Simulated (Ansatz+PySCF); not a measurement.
The numbers below are computed, except where a source is named.
This Ansatz input gave a total energy of -77.90358 hartree.

```yaml
crystal:
  periodic: [false, false, false]
  atoms:
    - { symbol: C, position_ang: [-0.00209, 0.00591, -0.73117] }
    - { symbol: C, position_ang: [-0.00123, 0.00992, 0.72298] }
    - { symbol: H, position_ang: [-0.0097, -0.93447, -1.30109] }
    - { symbol: H, position_ang: [0.00217, 0.92401, -1.29786] }
    - { symbol: H, position_ang: [-0.92799, 0.00882, 1.30378] }
    - { symbol: H, position_ang: [0.93429, 0.00539, 1.31083] }
basis:
  gaussian: { orbitals: def2-SVP }
magnetization:
  initial_magnetization: 2
hamiltonian:
  xc: hf
scf:
  omitted_lower_state_checks: [stability, starts, atomic_configurations, cluster_reference, orbital_swaps, given_window_search, neighbouring_geometries, increment]
```

(1) Write an input for PySCF with the same method and basis set.

## Answers

(1)

```python
from pyscf import gto, scf

mol = gto.M(atom="""
C -0.002090 0.005910 -0.731170
C -0.001230 0.009920 0.722980
H -0.009700 -0.934470 -1.301090
H 0.002170 0.924010 -1.297860
H -0.927990 0.008820 1.303780
H 0.934290 0.005390 1.310830
""", basis='def2-svp', charge=0, spin=2)
mf = scf.ROHF(mol)
mf.kernel()
print(mf.converged, mf.e_tot, mf.spin_square()[0])
```

PySCF 2.14.0 gave -77.90358 hartree, 0.00 meV from the first. Caution: another spin multiplicity may lie lower.
